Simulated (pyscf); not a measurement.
Optimised with ωB97X-D3(BJ)/def2-SVP in PySCF. MP2 and CC: frozen core, UHF for open shells. ΔMP2 is the change of the MP2 total energy from the triple- to the quadruple-zeta basis.

SMILES: O=[SiH]P
```xyz
6

O      1.3646     1.3520    -1.1054
Si     0.7748     0.0211    -0.6309
P      1.3959    -1.0816     1.1996
H     -0.2548    -0.7498    -1.3868
H      0.0502    -1.2512     1.6360
H      1.6498     0.1028     1.9421
```
Charge 0, spin multiplicity 1.

Q: How much does it cost (ΔH, 298 K, CCSD(T)/def2-TZVPP + ΔMP2(QZVPP)) to split O=SiH–PH₂ at its P–Si bond into [O=SiH]• + PH₂•?

A: P–Si to [O=SiH]• + PH₂•: 65.9 kcal/mol. The radicals are drawn with the spin at the cut bond; how far it spreads was not checked. O=SiH–PH₂ lies 8.3 kcal/mol over its isomer HO–SiH=PH, and others may lie lower still (electronic energy, ωB97M-D3(BJ)). The CCSD(T) − MP2 part came from Ansatz, without density fitting, on the same reference.
